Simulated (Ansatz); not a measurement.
**One shape, several levels: CH8Si2 (SMILES [SiH3]C[SiH3])**

We compute a comparison of 4 runs (HF/def2-SVP, B2PLYP/def2-SVP, r2SCAN0/def2-SVP, RPA@PBE/def2-SVP) of CH8Si2. 

Program for the calculation: Ansatz 0.2.0.

56 further runs of the same task are left out: 56 set aside as unsound or not needed.

### Step 1. Starting point

CH8Si2 has 11 atoms, charge 0, and is taken as a singlet. SMILES: `[SiH3]C[SiH3]`. The Si1–H6 distance was set to 3.272 Å, away from the relaxed value. At this shape a bond of the SMILES string is far longer than usual.

Bond lengths: Si1–C2 1.872 Å, C2–Si3 1.872 Å, Si1–H4 1.488 Å, Si1–H5 1.487 Å, C2–H7 1.095 Å, C2–H8 1.095 Å, Si3–H9 1.487 Å, Si3–H10 1.487 Å, Si3–H11 1.488 Å. Some angles: Si1–C2–Si3 114.4°, Si1–C2–H7 108.8°, Si1–C2–H8 108.8°, Si3–C2–H7 108.8°, Si3–C2–H8 108.8°, C2–Si1–H4 111.1°, C2–Si1–H5 110.2°, C2–Si3–H9 110.2°, C2–Si3–H10 110.2°, C2–Si3–H11 111.1°.

### Step 2. The energy at HF/def2-SVP (run 1)

Input file job.yaml:

```yaml
crystal:
  periodic: [false, false, false]
  atoms:
    - {symbol: Si, position_ang: [-0.793215, 0.552222, -2.023762]}
    - {symbol: C, position_ang: [0.079425, -1.103938, -2.044692]}
    - {symbol: Si, position_ang: [1.700945, -1.134838, -1.109512]}
    - {symbol: H, position_ang: [-2.070035, 0.494302, -2.785592]}
    - {symbol: H, position_ang: [0.072255, 1.596422, -2.634662]}
    - {symbol: H, position_ang: [-1.463790, 1.436810, 1.054620]}
    - {symbol: H, position_ang: [-0.588335, -1.860118, -1.618372]}
    - {symbol: H, position_ang: [0.266325, -1.391328, -3.084872]}
    - {symbol: H, position_ang: [1.476415, -0.786868, 0.319158]}
    - {symbol: H, position_ang: [2.647825, -0.145778, -1.690702]}
    - {symbol: H, position_ang: [2.329825, -2.481878, -1.172642]}
basis:
  gaussian:
    orbitals: def2-SVP
hamiltonian:
  xc: hf
total_charge: 0
accuracy: high
output: {orbitals: {seedname: orbitals}}
```

Run with:

```console
ansatz run job.yaml --threads 1 --pin off --max-ram 3480MiB --events-out events.jsonl --progress --plain --runs-dir runs
```

Output:

```text
Warning: RAYON_NUM_THREADS=1 ignored (pool sized by the plan → 1); use --threads N
Functional definition: HF
  name "HF"
  exchange = exact_x
  correlation = 0
2028 factors; integrals over basis functions are off by at most 3.7e-9 eV
mean field evaluation 1: about -16868.3028 eV, gradient 2.3e1 eV
mean field evaluation 2: about -16868.3651 eV, gradient 2.3e1 eV
mean field evaluation 4: about -16870.5940 eV, gradient 2.7e0 eV
mean field evaluation 8: about -16870.6277 eV, gradient 1.0e-1 eV
mean field evaluation 16: about -16870.6277 eV, gradient 2.3e-8 eV
mean field -16870.62774452 eV, -619.9841342889 hartree, gradient 2.3e-8 eV, S^2 0.000000; 0 other end points of the search recorded, 0 dependent functions left out
reference -16870.62774452 eV, -619.9841342889 hartree; 21, 21 occupied and 69, 69 virtual orbitals, 2028 factors
Total energy: -16870.62774452 eV, -619.9841342889 hartree
```

It took 0.94 s on 1 thread of AMD EPYC 9R45 (Zen 5), shared host; peak memory 0.26 GiB.

### Step 3. A single-point energy at B2PLYP/def2-SVP (run 2)

Changes to job.yaml since step 2:

```diff
@@ -17,5 +17,9 @@
     orbitals: def2-SVP
+magnetization:
+  spin_polarized: false
+  initial_magnetization: 0
 hamiltonian:
-  xc: hf
-total_charge: 0
+  xc: {name: B2PLYP}
+correlation:
+  frozen_orbitals: {C: 1, H: 0, Si: 5}
 accuracy: high
```

Run with:

```console
ansatz run job.yaml --threads 1 --pin off --max-ram 3480MiB --events-out events.jsonl --progress --plain --runs-dir runs
```

Output, shortened:

```text
Warning: RAYON_NUM_THREADS=1 ignored (pool sized by the plan → 1); use --threads N
Functional definition: B2PLYP
  name "B2PLYP"
[...]
2028 factors; integrals over basis functions are off by at most 3.7e-9 eV
[...]
mean field -16900.14407020 eV, -621.0688392506 hartree, gradient 3.8e-8 eV, S^2 0.000000; 0 other end points of the search recorded, 0 dependent functions left out; unrestricted orbitals would lower it
11 core orbitals not correlated: weight in the atoms' cores, before any rotation towards them, 1.000 or more for the frozen orbitals, at most 0.000 for the correlated occupied ones
reference -16900.14410205 eV, -621.0688404212 hartree; 10, 10 occupied and 69, 69 virtual orbitals, 2028 factors
second order -13.24413474 eV of doubles, -0.00000000 eV of singles
Total energy: -16903.72001843 eV, -621.2002529244 hartree
```

Wall time 3.6 s (1 thread of AMD EPYC 9R45 (Zen 5), shared host); peak memory 0.32 GiB.

### Step 4. The energy at r2SCAN0/def2-SVP (run 3)

Input file run.yaml:

```yaml
crystal:
  periodic: [false, false, false]
  atoms:
    - {symbol: Si, position_ang: [-0.793215, 0.552222, -2.023762]}
    - {symbol: C, position_ang: [0.079425, -1.103938, -2.044692]}
    - {symbol: Si, position_ang: [1.700945, -1.134838, -1.109512]}
    - {symbol: H, position_ang: [-2.070035, 0.494302, -2.785592]}
    - {symbol: H, position_ang: [0.072255, 1.596422, -2.634662]}
    - {symbol: H, position_ang: [-1.463790, 1.436810, 1.054620]}
    - {symbol: H, position_ang: [-0.588335, -1.860118, -1.618372]}
    - {symbol: H, position_ang: [0.266325, -1.391328, -3.084872]}
    - {symbol: H, position_ang: [1.476415, -0.786868, 0.319158]}
    - {symbol: H, position_ang: [2.647825, -0.145778, -1.690702]}
    - {symbol: H, position_ang: [2.329825, -2.481878, -1.172642]}
basis:
  gaussian:
    orbitals: def2-SVP
output: {orbitals: {seedname: orbitals}}
hamiltonian:
  xc: {name: r2SCAN0}
total_charge: 0
accuracy: high
```

Run with:

```console
ansatz run run.yaml --threads 1 --pin off --max-ram 3480MiB --events-out events.jsonl --progress --plain --runs-dir runs
```

Output:

```text
Warning: RAYON_NUM_THREADS=1 ignored (pool sized by the plan → 1); use --threads N
Functional definition: r2SCAN0
  name "r2SCAN0"
  parameter a = 0.25
  parameter k0 = 0.174
  parameter k1 = 0.065
  parameter a1 = 4.9479
  exchange = (1 - a)*r2scan_x(k0 = k0, k1 = k1, a1 = a1) + a*exact_x
  correlation = r2scan_c
2028 factors; integrals over basis functions are off by at most 3.7e-9 eV
mean field evaluation 1: about -16906.0594 eV, gradient 3.7e1 eV
mean field evaluation 2: about -16903.0402 eV, gradient 4.2e1 eV
mean field evaluation 4: about -16909.3640 eV, gradient 5.6e0 eV
mean field evaluation 8: about -16909.7154 eV, gradient 1.6e-1 eV
mean field evaluation 16: about -16909.7155 eV, gradient 4.0e-5 eV
mean field -16909.71549032 eV, -621.4205824525 hartree, gradient 2.2e-8 eV, S^2 0.000000; 0 other end points of the search recorded, 0 dependent functions left out
reference -16909.71549106 eV, -621.4205824795 hartree; 21, 21 occupied and 69, 69 virtual orbitals, 2028 factors
Total energy: -16909.71549106 eV, -621.4205824795 hartree
```

Wall time 4.5 s (1 thread of AMD EPYC 9R45 (Zen 5), shared host); peak memory 0.38 GiB.

### Step 5. The energy at RPA@PBE/def2-SVP (run 4)

Input file in.yaml:

```yaml
crystal:
  periodic: [false, false, false]
  atoms:
    - {symbol: Si, position_ang: [-0.793215, 0.552222, -2.023762]}
    - {symbol: C, position_ang: [0.079425, -1.103938, -2.044692]}
    - {symbol: Si, position_ang: [1.700945, -1.134838, -1.109512]}
    - {symbol: H, position_ang: [-2.070035, 0.494302, -2.785592]}
    - {symbol: H, position_ang: [0.072255, 1.596422, -2.634662]}
    - {symbol: H, position_ang: [-1.463790, 1.436810, 1.054620]}
    - {symbol: H, position_ang: [-0.588335, -1.860118, -1.618372]}
    - {symbol: H, position_ang: [0.266325, -1.391328, -3.084872]}
    - {symbol: H, position_ang: [1.476415, -0.786868, 0.319158]}
    - {symbol: H, position_ang: [2.647825, -0.145778, -1.690702]}
    - {symbol: H, position_ang: [2.329825, -2.481878, -1.172642]}
basis:
  gaussian: {orbitals: def2-SVP}
accuracy: high
hamiltonian: {xc: {name: PBE}}
correlation: {method: rpa, frozen_orbitals: {C: 1, H: 0, Si: 5}}
```

Run with:

```console
ansatz run in.yaml --threads 1 --pin off --max-ram 3480MiB --events-out events.jsonl --progress --plain --runs-dir runs
```

Output, shortened:

```text
Warning: RAYON_NUM_THREADS=1 ignored (pool sized by the plan → 1); use --threads N
Functional definition: PBE
  name "PBE"
[...]
2028 factors; integrals over basis functions are off by at most 3.7e-9 eV
[...]
mean field -16902.41680963 eV, -621.1523608844 hartree, gradient 4.9e-8 eV, S^2 0.000000; 0 other end points of the search recorded, 0 dependent functions left out; unrestricted orbitals would lower it
[...]
unrestricted determinant -16872.66885319 eV, -620.0591436491 hartree, S^2 0.9431
11 core orbitals not correlated: weight in the atoms' cores, before any rotation towards them, 1.000 or more for the frozen orbitals, at most 0.000 for the correlated occupied ones
reference -16869.56423698 eV, -619.9450511076 hartree; 10, 10 occupied and 69, 69 virtual orbitals, 2028 factors
Total energy: -16889.64034953 eV, -620.6828346357 hartree
```

It took 4.5 s on 1 thread of AMD EPYC 9R45 (Zen 5), shared host; peak memory 0.37 GiB.

### Step 6. The series

```
run             level  frozen core orbitals  energy (Eh)  HOMO energy (eV)  LUMO energy (eV)  HOMO–LUMO gap (eV)  wall time
  1       HF/def2-SVP                     –  -619.984134             -7.78             -0.58                7.21     0.94 s
  2   B2PLYP/def2-SVP                    11  -621.200253             -6.81             -2.42                4.39      3.6 s
  3  r2SCAN0/def2-SVP                     –  -621.420582             -6.40             -3.49                2.91      4.5 s
  4  RPA@PBE/def2-SVP                    11  -620.682835                 –                 –                   –      4.5 s
```

### Step 7. What came out

```
                               quantity          value
                    run 4: total energy  -620.68283 Eh
run 4: RPA correlation energy (valence)     -737.8 mEh
```

Over runs 1, 2, 3 the HOMO–LUMO gap runs from 2.91 eV (r2SCAN0/def2-SVP) to 7.21 eV (HF/def2-SVP). Exact exchange widens orbital gaps. Totals of different functionals can't be ranked against each other. In runs 2, 4 the log says that unrestricted orbitals would lower the reference, so the values rest on an unstable closed-shell determinant (other closed-shell runs at this shape may share the fault). In runs 1, 2, 3, 4 a closed-shell determinant meets a far-stretched bond, which it describes badly. All runs together took 14 s, the longest 4.5 s.
